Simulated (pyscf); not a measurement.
Cl–CH₂–ZnH (SMILES Cl[CH2][ZnH]) + H₂ (SMILES [H][H]) → H₃C–Cl (SMILES CCl) + ZnH₂ (SMILES [ZnH2]) (exchange assisted by a bridging atom; singlet surface; C–Zn, H–H broken, C–H, H–Zn formed). Structures and frequencies: ωB97X-D3(BJ)/def2-SVP in PySCF. Energies in kJ/mol from the separated reactants.

```json
[
 {"level": "ωB97X-D3(BJ)/def2-TZVP", "barrier": "159.8", "reaction energy": "-34.6"},
 {"level": "PBE/def2-TZVP", "barrier": "143.4", "reaction energy": "-36.8"},
 {"level": "r²SCAN/def2-TZVP", "barrier": "139.3", "reaction energy": "-35.7"},
 {"level": "M06-2X/def2-TZVP", "barrier": "(withheld)", "reaction energy": "-32.2"},
 {"level": "ωB97M-D3(BJ)/def2-TZVP", "barrier": "(withheld)", "reaction energy": "(withheld)"},
 {"level": "HF/def2-TZVP", "barrier": "207.8", "reaction energy": "-67.3"}
]
```

Problem. Some entries are withheld; supply them.

Solution. 
- M06-2X/def2-TZVP, barrier: 152.2
- ωB97M-D3(BJ)/def2-TZVP, barrier: 160.5
- ωB97M-D3(BJ)/def2-TZVP, reaction energy: -43.2

The functionals in the table span 21.2 kJ/mol in this barrier, from r²SCAN to ωB97M-D3(BJ)/def2-TZVP. On the product side the descent ends in a complex (not fully relaxed), 19.4 kJ/mol under the separated species and 213.8 kJ/mol under the saddle at ωB97X-D3(BJ)/def2-TZVP. At the saddle there is also a short H–Zn, Cl–Zn contact that neither side keeps, so another atom assists the step. Cl–CH₂–ZnH lies 218.1 kJ/mol over its isomer H₃C–Zn–Cl (electronic energy, ωB97M-D3(BJ)/def2-TZVP). One saddle was located; it need not be the lowest between these sides. Elements up to Kr have no core potential and no relativistic terms here.
